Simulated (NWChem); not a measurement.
## Correlation energy of methylamine (CH5N)

```
C
H 1 1.1017
H 1 1.1017 2 106.33
H 1 1.1109 2 107.02 3 114.13
N 1 1.4464 2 109.84 3 -118.80
H 5 1.0177 1 110.59 2 -63.08
H 5 1.0177 6 106.10 1 119.97
```
Charge 0, spin multiplicity 1.

Everything below was run with NWChem. The geometry was optimised at PBE0/def2-SVP, a minimum by its harmonic frequencies.

Basis set: 3-21G. Each correlation energy counts from its own Hartree-Fock reference.

The correlated methods keep 2 core orbitals frozen. Coupled-cluster values serve here as a point of comparison, not as the truth.

For the correlation energy, MP2 gives -200.8 mHa and SCS-MP2 gives -205.8 mHa. What do CR-CCSD[T], CR-CCSD(T), CCSD give?

CR-CCSD[T]: -229.9 mHa; CR-CCSD(T): -229.7 mHa; CCSD: -226.1 mHa.
